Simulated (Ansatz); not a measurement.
[AlH2···H···SiH3], doublet in cc-pVDZ: errors against UCCSDT(Q)

Geometry: a point of a hydrogen-transfer path between rigid fragments, not a stationary point.

```
atom    x (Å)    y (Å)    z (Å)
  Al  -1.9952   0.0000   0.0000
   H  -2.7882   1.3734   0.0000
   H  -2.7882  -1.3734   0.0000
   H  -0.2882   0.0000   0.0000
  Si   1.8768   0.0000   0.0000
   H   2.3267  -1.4163   0.0000
   H   2.3267   0.7081  -1.2265
   H   2.3267   0.7081   1.2265
```

Basis cc-pVDZ; Ansatz 0.2.0. Correlated methods freeze the noble-gas cores, which leaves 13 electrons in 56 orbitals. Prefix R: restricted or restricted open-shell reference; prefix U: unrestricted. Active spaces: pair = (3e, 3o) about the gap; frontier = (9e, 9o) about the gap.

Full CI isn't at hand for all of this; UCCSDT(Q) serves as the reference, and is uncertain by about the last step of the cluster series. The frozen core follows each run's orbitals, which can shift R against U totals by a few meV.

For open shells CISD is restricted-active-space CI with the open shells as a complete middle space.

The UHF ⟨S²⟩ is 0.766, the T1 diagnostic (RCCSD) is 0.0179 and the largest doubles amplitude (RCCSD) is 0.039. The T1 diagnostic (UCCSD) is 0.0131.

| level | E − E(UCCSDT(Q)) (kcal/mol) | share of correlation (%) | wall time |
| --- | --- | --- | --- |
| RHF | 149.90 | 0.00 | – |
| UHF | 147.81 | 1.39 | – |
| RMP2 | 35.61 | 76.24 | – |
| UMP2 | 35.64 | 76.23 | – |
| CISD | 16.98 | 88.67 | 6.5 s |
| RCCSD | 3.49 | 97.67 | – |
| UCCSD | 3.46 | 97.69 | – |
| RCCSD(T) | 0.81 | 99.46 | 11 s |
| UCCSD(T) | 0.82 | 99.45 | 11 s |
| BCCD(T) | 0.80 | 99.46 | 4.4 s |
| RCCSDT | 0.09 | 99.94 | – |
| UCCSDT | 0.08 | 99.95 | – |
| RCCSDT(Q) | 0.01 | 99.99 | 6.5 s (H100) |
| CASSCF (pair space) | 140.07 | 6.56 | – |
| NEVPT2 (pair space) | 35.36 | 76.41 | 3.2 s |
| CASSCF (frontier space) | 112.60 | 24.88 | – |
| NEVPT2 (frontier space) | 33.48 | 77.67 | 6 s (H100) |
| MRCISD (frontier space) | 10.27 | 93.15 | – |
| MRCISD+Q (frontier space) | 0.83 | 99.45 | 7.5 s (H100) |

The correlation energy at UCCSDT(Q), counted from RHF, is -6.500 eV. That run took 9.5 s on 2 threads of AMD EPYC 7R13 with a shared H100 80 GB, shared host.

Times hold each run's SCF and search for its determinant on a shared host, so for small cases they say little of a method's own cost; rows without a card ran on 1 thread of AMD EPYC 7R13.
